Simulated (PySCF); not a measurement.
**CN⁺ at BP86**

Computed with BP86; C STO-3G, N STO-3G; no relativity (PySCF 2.14).

* state: ³Π (triplet), unpaired electrons σ ↑, π ↑
* bond length: 0.1364 nm
* harmonic wavenumber: 1471 cm⁻¹
* force constant: 8.24 mdyn/Å
* rotational constant Be: 1.401 cm⁻¹
* anharmonicity ωexe: 11.7 cm⁻¹
* vibration–rotation constant αe: 0.0156 cm⁻¹
* well depth De to C⁺ + N: 5.39 eV
* dissociation energy D0: 5.30 eV
* bond order (Mayer): 2.52
* dipole moment (positive dipole points towards N; it is taken about the centre of mass and depends on that origin): -1.44 D

For an ion De counts to the pair picked by the measured ionisation energies or electron affinities, which need not be the lowest pair at this level. STO-3G is very small, so such numbers show the basis as much as the molecule. The state is the lowest determinant that a PBE0 search found; another state may lie lower at other levels.
